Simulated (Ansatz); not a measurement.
Results of HSE06 (Ansatz, a quantum-chemistry and plane-wave program, plane waves, PAW) for 2H WSe2.

Run with plane-wave cutoff 460 eV, 9×9×2 k mesh (along the axes of the cell as run), Fermi–Dirac smearing 0.01 eV, no spin polarisation, scalar-relativistic PAW data made under PBE.

Cell (measured lattice):

Space group P6₃/mmc (No. 194); a = b = 3.282 Å, c = 12.960 Å, α = β = 90.00°, γ = 120.00°

```json
[
 {"atom": "W", "site": "2c", "symmetry": "-6m2", "x": "0.3333", "y": "0.6667", "z": "0.2500"},
 {"atom": "Se", "site": "4f", "symmetry": "3m.", "x": "0.6667", "y": "0.3333", "z": "0.1210"}
]
```

What does this level give for the band gap, smallest direct gap on the k points sampled and direct gap at Γ?


* **band gap**: 1.42 eV
* **smallest direct gap on the k points sampled**: 2.00 eV
* **direct gap at Γ**: 3.31 eV

Note: cell and atoms aren't relaxed at this level (largest force component 0.29 eV/Å).

Spin–orbit coupling is not included.

Computed values are for the static lattice.

Cost on a shared machine: about 6 core-minutes (a rough figure).
